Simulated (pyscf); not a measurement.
# Routes from methane (CH₄) + silanone (O=SiH₂)

Candidate steps break at most two bonds and form at most two. Each was searched with GFN2-xTB (tblite) first. Optimised with ωB97X-D3(BJ)/def2-SVP in PySCF. Correlated levels are frozen-core, on RHF or UHF. ΔMP2 is the change of the MP2 total energy from the triple- to the quadruple-zeta basis. Energies: CCSD(T)/def2-TZVPP + ΔMP2(QZVPP), eV, from the separated reactants, singlet surface; ΔG‡ with ideal gas, 1 atm, RRHO with modes under 100 cm⁻¹ raised to 100, one conformer, R ln 2 for chiral ones without a mode under 150 cm⁻¹.

| products | type | ΔE‡ | ΔE | ΔG‡ 298 K | ΔG‡ 900 K | ν‡ (cm⁻¹) |
|---|---|---|---|---|---|---|
| H₃C–SiH₂–OH | addition across a multiple bond or ene-type step | 1.12 | -1.91 | 1.47 | 2.27 | 1587i |
| H₃C–O–SiH₃ | addition across a multiple bond or ene-type step | 3.11 | -0.85 | 3.45 | 4.22 | 1332i |

Plain bond fissions and candidates not yet searched are not listed, and one of them may be faster. Each barrier is that of the saddle found; lower ones may exist. The CCSD(T) − MP2 part came from Ansatz, without density fitting, on the same reference.
